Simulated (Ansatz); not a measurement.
Predict the output of the script below (the Python package of Ansatz (0.2.0)).

Contents of `c3h3.yaml`:
```yaml
crystal:
  periodic: [false, false, false]
  atoms:
    - { symbol: C, position_ang: [-0.4468, -0.6715, 0.4475] }
    - { symbol: C, position_ang: [-0.4234, 0.6772, 0.068] }
    - { symbol: C, position_ang: [0.7883, -0.118, 0.0844] }
    - { symbol: H, position_ang: [-0.8384, -1.2856, -0.3894] }
    - { symbol: H, position_ang: [-0.9343, 1.6141, -0.1242] }
    - { symbol: H, position_ang: [1.8546, -0.2162, -0.0863] }
magnetization:
  spin_polarized: true
  initial_magnetization: 1
basis:
  gaussian: { orbitals: def2-TZVP }
hamiltonian:
  xc: hf
output:
  forces: true
```

`c3h3_deck.py`:
```python
"""Run C3H3 from an input written out key by key."""

import ansatz as az
import numpy as np
import pandas as pd


def main() -> None:
    session = az.Session.from_deck("c3h3.yaml")
    data = session.plan(threads=1).execute().report

    for key in ("converged", "free_energy_ev", "reference_energy_ev", "n_frozen", "n_occupied", "n_virtual"):
        print(f"{key:22s} {data[key]}")
    symbols = ["C", "C", "C", "H", "H", "H"]

    forces = np.array(data["forces_ev_ang"])
    print("largest force", round(float(np.linalg.norm(forces, axis=1).max()), 4), "eV/A, rms", round(float(np.sqrt((forces ** 2).mean())), 4))
    charges = data["charge_distribution"]
    table = pd.DataFrame({"atom": symbols, "mulliken": charges["mulliken_charges_e"], "lowdin": charges["lowdin_charges_e"]})
    print(table.round(3).to_string())
    print("dipole (e A):", np.round(charges["dipole_moment_e_ang"], 4) + 0.0)


if __name__ == "__main__":
    main()
```

```console
$ python c3h3_deck.py
converged              True
free_energy_ev         -3134.618781453748
reference_energy_ev    -3134.618781453748
n_frozen               0
n_occupied             [11, 10]
n_virtual              [100, 101]
largest force 4.7687 eV/A, rms 1.962
  atom  mulliken  lowdin
0    C    -0.095  -0.198
1    C    -0.155  -0.038
2    C    -0.209  -0.152
3    H     0.083   0.131
4    H     0.188   0.130
5    H     0.187   0.128
dipole (e A): [ 0.0366  0.2182 -0.2179]
```

Total energies depend on the basis set; only differences at equal settings carry meaning. The geometry is a force-field or estimated start, not a minimum of this method, and the basis set is short of its limit. The run takes the species as open-shell (spin multiplicity 2), which needn't be its ground state. The Löwdin charges here are taken after orthogonalising the functions within each atom; they differ from plain Löwdin charges, and their signs can be unphysical. The expectation value of S² is noticeably off S(S+1) in at least one run, so that state is spin-contaminated. Run time: 3.7 s on 1 thread of Arm Neoverse V1, with other jobs on the host, peak memory 0.32 GiB.
